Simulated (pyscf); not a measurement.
9 transition-metal steps of one kind (four-centre exchange, closed-shell): barrier in kcal/mol, from the separated reactants or the lowest minimum found. PySCF, gas phase, ωB97X-D3(BJ)/def2-SVP geometries. Functionals in def2-TZVP; the last column is ωB97M-D3(BJ)/def2-TZVP. Rows were drawn at random from the steps of this kind and element class whose saddle was verified and whose references are stable.

| step | PBE | r²SCAN | B3LYP-D3(BJ) | ωB97M-D3(BJ) |
|---|---|---|---|---|
| `[CH3][Cd][CH3]` + `[H][H]` → `[CH3][CdH]` + `[CH4]` | 43.3 | 43.9 | 47.1 | 46.6 |
| `[CH3][Zn][NH2]` + `[H][H]` -> `[CH4]` + `[NH2][ZnH]` | 39.8 | 39.8 | 44.2 | 43.9 |
| `[CH3][Zn][CH3]` + `[SeH2]` → `[CH4]` + `[CH3][Zn][SeH]` | 12.8 | 11.7 | 16.0 | 18.2 |
| `[F][WH]([F])([F])([F])[F]` + `[ClH]` -> `[F][W]([F])([F])([F])([F])[Cl]` + `[H][H]` | 4.9 | 3.8 | 9.9 | 12.7 |
| `[CH3][Zn][OH]` + `[H][H]` → `[CH4]` + `[OH][ZnH]` | 43.4 | 43.4 | 47.8 | 47.3 |
| `[CH3][ZnH]` + `[SeH2]` → `[CH4]` + `[ZnH][SeH]` | 12.2 | 11.2 | 16.0 | 17.9 |
| `[FH]` + `[F][MoH]([F])([F])([F])[F]` → `[F][Mo]([F])([F])([F])([F])[F]` + `[H][H]` | 8.5 | 7.1 | 15.5 | 18.8 |
| `[O]=[Cr](=[O])([OH])[F]` + `[FH]` → `[O]=[Cr](=[O])([F])[F]` + `[OH2]` | 7.2 | 6.6 | 10.2 | 10.4 |
| `[CH3][ZnH]` + `[ClH]` -> `[CH4]` + `[Cl][ZnH]` | 5.0 | 3.7 | 8.2 | 9.2 |

Differences from the last column (kcal/mol): PBE: mean -5.3, median -4.1, mean size 5.3, lower in 9 of 9; r²SCAN: mean -6.0, median -5.5, mean size 6.0, lower in 9 of 9; B3LYP-D3(BJ): mean -1.1, median -1.0, mean size 1.4, lower in 6 of 9. PBE is closest for row 8 (3.2 kcal/mol apart) and farthest for row 7 (10.3 kcal/mol). PBE, r²SCAN and M06-2X carry no added dispersion term. The last column is a level with limits of its own. Each barrier is that of the saddle found. Elements up to Kr have no core potential and no relativistic terms here. Elements past Kr carry the def2 core potentials, without spin-orbit coupling.
